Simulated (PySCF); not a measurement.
Gas-phase reaction: 3 vinylsilane → Si2H6 + 3 C2H4 + Si

Energies from PySCF, thermal terms from the rigid-rotor harmonic-oscillator model, ideal gas at 1 bar. † marks an energy on the PBE0/def2-TZVP geometry and frequencies; other levels use their own. 6-31G* has spherical d functions here. Open shells (unrestricted): Si (multiplicity 3, electronic degeneracy 9); the rest are closed-shell singlets. Spin-orbit splitting is ignored; it lowers the true energy and changes the entropy of Si. B3LYP is the form with VWN-RPA correlation. The harmonic model lacks anharmonicity and excited electronic states, which grow with temperature; levels with a mode under 35 cm⁻¹ are left out. Internal rotation in vinylsilane, Si2H6 is treated as a harmonic vibration of one conformer, which makes the entropy rough.

```tsv
level	ΔE electronic, kJ	ΔH°(298 K), kJ	ΔS°(298 K), J/K	ΔG°(600 K), kJ
B3LYP/def2-TZVP†	368	380	240	237
BLYP/def2-TZVP†	351	363	240	220
HF/6-31G*	277	288	245	142
HF/def2-TZVP†	290	302	240	158
ωB97X-V/def2-TZVP†	416	428	240	285
```
ΔH° is lowest at HF/6-31G* and highest at ωB97X-V/def2-TZVP†. No reference value is set beside these.
